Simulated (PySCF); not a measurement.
LiB at r²SCAN

Computed with r²SCAN; PySCF, no relativity, basis sets Li def2-SVPD, B def2-SVPD.

* state: ³Π (triplet), unpaired electrons σ ↑, π ↑
* bond length: 4.062 bohr
* harmonic wavenumber: 550 cm⁻¹
* force constant: 0.763 mdyn/Å
* rotational constant Be: 0.8514 cm⁻¹
* anharmonicity ωexe: 6.28 cm⁻¹
* vibration–rotation constant αe: 0.0133 cm⁻¹
* well depth De to Li + B: 1.62 eV
* dissociation energy D0: 1.58 eV
* bond order (Mayer): 0.77
* dipole moment (positive dipole means Li(−)B(+)): -5.82 D

The state was picked by a PBE0 search and need not be the measured ground state.
